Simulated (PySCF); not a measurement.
# Spin–spin coupling constants

Molfile (atoms numbered from 1):
```
C4H7N2
     RDKit          3D

 13 13  0  0  0  0  0  0  0  0999 V2000
    1.8763   -0.0405    0.0753 C   0  0  0  0  0  0  0  0  0  0  0  0
    0.4209   -0.0065    0.0172 N   0  0  0  0  0  0  0  0  0  0  0  0
   -0.4030   -1.1106    0.0234 C   0  0  0  0  0  0  0  0  0  0  0  0
   -1.6869   -0.6558   -0.0470 C   0  0  0  0  0  0  0  0  0  0  0  0
   -1.6070    0.7127   -0.0962 N   0  0  0  0  0  0  0  0  0  0  0  0
   -0.3295    1.0901   -0.0560 C   0  0  0  0  0  0  0  0  0  0  0  0
    2.2636    0.9843    0.0448 H   0  0  0  0  0  0  0  0  0  0  0  0
    2.2653   -0.6005   -0.7852 H   0  0  0  0  0  0  0  0  0  0  0  0
    2.1965   -0.5223    1.0085 H   0  0  0  0  0  0  0  0  0  0  0  0
   -0.0134   -2.1245    0.0786 H   0  0  0  0  0  0  0  0  0  0  0  0
   -2.6326   -1.1920   -0.0667 H   0  0  0  0  0  0  0  0  0  0  0  0
   -2.3962    1.3516   -0.1528 H   0  0  0  0  0  0  0  0  0  0  0  0
    0.0373    2.1148   -0.0792 H   0  0  0  0  0  0  0  0  0  0  0  0
  1  2  1  0
  2  3  1  0
  3  4  2  0
  4  5  1  0
  5  6  1  0
  6  2  2  0
  1  7  1  0
  1  8  1  0
  1  9  1  0
  3 10  1  0
  4 11  1  0
  5 12  1  0
  6 13  1  0
M  CHG  1   2   1
M  END
```

Indirect spin–spin couplings were computed at B3LYP/pcJ-1 (spin–dipole term only in couplings to heteroatoms) (PySCF 2.14.0 with density-fitted response routines) on a PBE0-D3(BJ)/def2-SVP structure, for the isolated molecule, without vibrational or relativistic corrections. Couplings are averaged over pairs made equivalent by symmetry, fast rotation or ring inversion, so a value needn't be that of the named pair in this geometry, while other rotamers aren't included; one pair stands for each set, and the list holds a selection of those of at least 1.5 Hz over up to four bonds.

Isotopes: $^{13}$C, $^{1}$H, $^{15}$N.

| pair | bonds | J (Hz) |
| --- | --- | --- |
| C1, N2 | 1 | -10.4 |
| C1, H7 | 1 | 153.2 |
| N2, C3 | 1 | -12.1 |
| N2, C6 | 1 | -20.7 |
| C3, C4 | 1 | 78.4 |
| C3, H10 | 1 | ? |
| C4, N5 | 1 | ? |
| C4, H11 | 1 | ? |
| N5, C6 | 1 | -20.2 |
| N5, H12 | 1 | -108.7 |
| C6, H13 | 1 | 235.5 |
| C1, C3 | 2 | ? |
| C1, C6 | 2 | ? |
| N2, N5 | 2 | 2.3 |
| N2, H10 | 2 | ? |
| C4, C6 | 2 | ? |
| N5, H11 | 2 | -4.2 |
| N5, H13 | 2 | -5.5 |
| C6, H12 | 2 | 8.0 |
| C3, H13 | 3 | 5.5 |
| C6, H10 | 3 | 6.3 |
| C6, H11 | 3 | 6.2 |
| H10, H11 | 3 | 2.8 |
| H12, H13 | 3 | 2.8 |
| H10, H13 | 4 | ? |
| H11, H13 | 4 | 1.7 |

Estimate the withheld couplings, with signs.

## Answers


- $^{1}J$(C3,H10) = 219.5 Hz (bond length 1.088 Å, sp2 carbon)
- $^{1}J$(C4,N5) = -12.4 Hz (bond length 1.372 Å)
- $^{1}J$(C4,H11) = 221.2 Hz (bond length 1.087 Å, sp2 carbon)
- $^{2}J$(C1,C3) = 1.9 Hz (angle at N2 125°)
- $^{2}J$(C1,C6) = 3.9 Hz (angle at N2 126°)
- $^{2}J$(N2,H10) = -4.2 Hz (angle at C3 122°)
- $^{2}J$(C4,C6) = 1.9 Hz (angle at N5 110°)
- $^{4}J$(H10,H13) = 1.7 Hz
